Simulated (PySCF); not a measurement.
**H2O3 (trioxidane): levels of theory compared**

Aim: a comparison of 6 runs (M06-2X/STO-6G, UPBE0/STO-6G, wB97X-V/STO-6G, UMP2/STO-6G, NEVPT2(2,2)/STO-6G, UCCSD(T)/STO-6G) of H2O3 (trioxidane). The job is set up through a Python script.

The results are computed with PySCF 2.14.0.

1 further run of the same task is left out (set aside as unsound or not needed).

## Step 1: The molecule

H2O3 has 5 atoms, charge 0, and is taken as a singlet. SMILES: `OOO`. The O1–H4 distance was set to 2.712 Å, away from the relaxed value. At this shape a bond of the SMILES string is far longer than usual.

Bond lengths: O1–O2 1.403 Å, O2–O3 1.403 Å, O3–H5 0.968 Å. Angles: O1–O2–O3 108.0°, O2–O3–H5 102.8°.

## Step 2: The energy at M06-2X/STO-6G (run 1)

The input, calc.py:

```python
from pyscf import gto, dft

mol = gto.M(
    atom=[
    ('O', (-0.352552, -2.010688, 0.824187)),
    ('O', (0.482118, -1.354298, 1.740557)),
    ('O', (1.788858, -1.377568, 1.231397)),
    ('H', (-1.310410, 0.028200, -0.685190)),
    ('H', (1.855048, -0.528518, 0.770327)),
],
    verbose=3,
    basis='sto-6g',
    max_memory=1860,
    charge=0,
)

calc0 = dft.RKS(mol)
calc0.xc = 'm06-2x'
calc0.grids.level = 5
calc0.conv_tol = 1e-10
calc0.kernel()
if not calc0.converged:
    calc0 = calc0.newton().run(calc0.mo_coeff, calc0.mo_occ)

e_tot = calc0.e_tot
print('Final energy', e_tot)
```

Started as:

```bash
$ OMP_NUM_THREADS=1 python calc.py
```

Standard output:

```text
converged SCF energy = -225.404932110059
Final energy -225.40493211005924
```

Wall time 9.6 s (1 thread of Arm Neoverse V1, shared host); peak memory 0.19 GiB.

## Step 3: The energy at UPBE0/STO-6G (run 2)

The input, calc.py:

```python
from pyscf import gto, dft

molecule = gto.M(
    atom='''
O     -0.666227    -3.799650     1.557488
O      0.911071    -2.559252     3.289176
O      3.380452    -2.603226     2.327003
H     -2.476316     0.053290    -1.294821
H      3.505533    -0.998754     1.455707
''',
    unit='bohr',
    basis='sto-6g',
    verbose=3,
    max_memory=1860,
)

mf = dft.UKS(molecule)
mf.xc = 'pbe0'
mf.conv_tol = 1e-10
mf.grids.level = 5
mf.kernel()
if not mf.converged:
    mf = mf.newton().run(mf.mo_coeff, mf.mo_occ)
for _ in range(3):
    mo, _, stable, _ = mf.stability(return_status=True)
    if stable:
        break
    mf.kernel(mf.make_rdm1(mo, mf.mo_occ))

e_tot = mf.e_tot
print('E(%s) = %.9f' % ('PBE0', e_tot))
```

Started as:

```bash
$ OMP_NUM_THREADS=1 python calc.py
```

Standard output:

```text
converged SCF energy = -225.30615260267  <S^2> = 3.2787995e-11  2S+1 = 1
<class 'pyscf.dft.uks.UKS'> wavefunction has an internal instability
converged SCF energy = -225.405327850686  <S^2> = 0.99493435  2S+1 = 2.2315325
<class 'pyscf.dft.uks.UKS'> wavefunction is stable in the internal stability analysis
E(PBE0) = -225.405327851
```

It took 30 s on 1 thread of Arm Neoverse V1, shared host; peak memory 0.38 GiB.

Runs 3 to 5 aren't shown in full; the table further down has their settings and results.

## Step 4: A single-point energy at UCCSD(T)/STO-6G (run 6)

The input, input.py:

```python
from pyscf import gto, scf, cc

molecule = gto.Mole()
molecule.atom = '''
O       -0.352552      -2.010688       0.824187
O        0.482118      -1.354298       1.740557
O        1.788858      -1.377568       1.231397
H       -1.310410       0.028200      -0.685190
H        1.855048      -0.528518       0.770327
'''
molecule.max_memory = 1860
molecule.basis = 'sto-6g'
molecule.verbose = 4
molecule.build()

mf = scf.UHF(molecule)
mf.conv_tol = 1e-10
mf.kernel()
if not mf.converged:
    mf = mf.newton().run(mf.mo_coeff, mf.mo_occ)
for _ in range(3):
    mo, _, stable, _ = mf.stability(return_status=True)
    if stable:
        break
    mf.kernel(mf.make_rdm1(mo, mf.mo_occ))

mycc = cc.CCSD(mf, frozen=3)
mycc.kernel()
e_t = mycc.ccsd_t()
etot = mycc.e_tot + e_t
print('Final energy', etot)
```

Started as:

```bash
$ OMP_NUM_THREADS=1 python input.py
```

Standard output:

```text
PySCF version 2.14.0

[INPUT] num. atoms = 5
[INPUT] num. electrons = 26
[INPUT] charge = 0
[INPUT] spin (= nelec alpha-beta = 2S) = 0
[INPUT] symmetry False subgroup None
[INPUT] Mole.unit = angstrom
[INPUT] Symbol           X                Y                Z      unit          X                Y                Z       unit  Magmom
[INPUT]  1 O     -0.352552000000  -2.010688000000   0.824187000000 AA   -0.666226724668  -3.799649641949   1.557487705427 Bohr   0.0
[INPUT]  2 O      0.482118000000  -1.354298000000   1.740557000000 AA    0.911070979723  -2.559252311046   3.289176034195 Bohr   0.0
[INPUT]  3 O      1.788858000000  -1.377568000000   1.231397000000 AA    3.380451695737  -2.603226237965   2.327003080611 Bohr   0.0
[INPUT]  4 H     -1.310410000000   0.028200000000  -0.685190000000 AA   -2.476316010891   0.053290276713  -1.294821443291 Bohr   0.0
[INPUT]  5 H      1.855048000000  -0.528518000000   0.770327000000 AA    3.505532667922  -0.998754271903   1.455707056358 Bohr   0.0

[... 132 lines left out ...]
converged SCF energy = -224.339630993881  <S^2> = 1.0746875e-08  2S+1 = 1
[... 108 lines left out ...]
converged SCF energy = -224.606188114511  <S^2> = 1.0224864  2S+1 = 2.2560907
[... 14 lines left out ...]
Init t2, MP2 energy = -0.102538900177812
[... 51 lines left out ...]
UCCSD converged
[... 2 lines left out ...]
Final energy -224.75388618757455
```

Run time: 1.8 s. Hardware: 1 thread of Arm Neoverse V1, shared host; peak memory 0.12 GiB.

## Step 5: The series

| run | level | follow instability | nlc grid | energy (Eh) | dipole moment (D) of the reference | HOMO energy (eV) | LUMO energy (eV) | wall time |
| --- | --- | --- | --- | --- | --- | --- | --- | --- |
| 1 | M06-2X/STO-6G | – | – | -225.404932 | 1.70 | -4.61 | -1.19 | 9.6 s |
| 2 | UPBE0/STO-6G | yes | – | -225.405328 | 1.66 | -4.76 | 0.77 | 30 s |
| 3 | wB97X-V/STO-6G | – | 1 | -225.436923 | 1.56 | -5.60 | -0.05 | 37 s |
| 4 | UMP2/STO-6G | yes | – | -224.708727 | 1.59 | -10.67 | 8.06 | 1.2 s |
| 5 | NEVPT2(2,2)/STO-6G | – | – | -224.710749 | 2.01 | -5.69 | 0.31 | 1.1 s |
| 6 | UCCSD(T)/STO-6G | yes | – | -224.753886 | 1.59 | -10.67 | 8.06 | 1.8 s |

## Step 6: Summary of results

| quantity | value |
| --- | --- |
| run 6: total energy | -224.75389 Eh |
| run 6: dipole moment (Hartree–Fock density) | 1.59 D |
| run 6: HOMO energy (Hartree–Fock orbitals) | -10.67 eV |
| run 6: LUMO energy (Hartree–Fock orbitals) | 8.06 eV |
| run 6: HOMO–LUMO gap (Hartree–Fock orbitals) | 18.73 eV |
| run 6: correlation energy (3 core orbitals frozen) | -147.7 mEh |
| run 6: (T) correction | -2.55 mEh |
| run 6: ⟨S²⟩ of the reference determinant | 1.022 |
| run 6: T1 diagnostic | 0.030 |

In words: Over runs 1, 2, 3 the dipole moment (its size) runs from 1.56 D (wB97X-V/STO-6G) to 1.70 D (M06-2X/STO-6G). Over runs 1, 2, 3 the HOMO–LUMO gap runs from 3.42 eV (M06-2X/STO-6G) to 5.55 eV (wB97X-V/STO-6G). Totals of different functionals can't be ranked against each other. In runs 1, 2, 3, 4, 5, 6 the basis is minimal, so the values are rough. In runs 1, 3 a closed-shell determinant meets a far-stretched bond, which it describes badly. Spin contamination of the reference: run 4 ⟨S²⟩ = 1.02, run 6 ⟨S²⟩ = 1.02, run 2 ⟨S²⟩ = 0.99. Where it is this large, the reference is a mixture of spin states, and values that rest on it are in doubt. All runs together took 81 s, the longest 37 s.
